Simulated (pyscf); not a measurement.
A first-order saddle from PySCF, ωB97X-D3(BJ)/def2-SVP:

```xyz
10

C      1.3628     0.2603    -0.1046
C      0.0903     0.2744     0.2968
C     -0.8164     0.0615     1.3052
C     -1.8960    -0.5780     0.6089
H      1.6438     0.5757    -1.1135
H      2.1578    -0.1184     0.5485
H     -0.9091    -0.3737    -0.4812
H     -0.7349     0.2970     2.3732
H     -2.4976     0.0473    -0.0597
H     -2.4675    -1.4103     1.0530
```

Surface: singlet, charge 0. Lowest wavenumbers (cm⁻¹): 1907i, 294, 318, 581, 676.

Question: Name the species on either side of this saddle.

Answer: 1,3-butadiene (H₂C=CH–CH=CH₂) ⇌ H₂C=C=CH–CH₃, a hydrogen shift read from left to right: C–H broken and C–H formed. At CCSD(T)/def2-TZVPP + ΔMP2(QZVPP) it lies +85.2 kcal/mol from the left side and +72.6 kcal/mol from the right (each side as separated species at their lowest minima found). One saddle was located; it need not be the lowest between these sides. The CCSD(T) − MP2 part came from Ansatz, without density fitting, on the same reference.
